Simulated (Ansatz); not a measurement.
# Rh (model structure, started from the beta-Sn type, I4₁/amd, No. 141, 2 atoms in the cell): volume per atom by level of theory

No measured value is used here.

| level (code) | value (Å³/atom) |
|---|---|
| PBE (Ansatz) | ? |
| PBEsol (Ansatz) | 14.98 |
| PBE-D3(BJ) (Ansatz) | 15.18 |
| r²SCAN (Ansatz) | 15.25 |

Q: What belongs in the gaps?

A: 
- PBE (Ansatz, an electronic-structure program), value (Å³/atom): 15.62

The crystal itself was run without spin with PBE, PBEsol, PBE-D3(BJ), r²SCAN; a magnetic state was not tried in these runs. Ansatz's density-functional and Hartree–Fock values are scalar-relativistic unless marked +SOC, with PAW data made under PBE.

A model structure was made by putting elements into a prototype or built by hand; it is no filed structure, need not be a known phase, and can be a saddle point held by its symmetry.
